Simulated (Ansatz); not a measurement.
Input for Ansatz (development build ahead of 0.2.0):

```yaml
crystal:
  periodic: [false, false, false]
  atoms:
    - { symbol: C, position_ang: [0.0, 0.0, 0.504] }
    - { symbol: H, position_ang: [0.0, 0.0, -0.504] }
basis:
  gaussian: { orbitals: STO-3G }
magnetization:
  initial_magnetization: 1
hamiltonian:
  xc: hf
correlation:
  method: ccsd_t
  frozen_orbitals: { C: 1, H: 0 }
```

The input is written out in the form of the current development build from the run's settings. Correlation on restricted open-shell orbitals is semicanonical, with singles.

The run gave:

```
Converged                       : yes
Reference energy                : -37.75359 hartree
CCSD correlation energy         : -0.03825 hartree
Triples correction              : -0.00002 hartree
Total energy                    : -37.79187 hartree
Spin squared of the determinant : 0.750
```
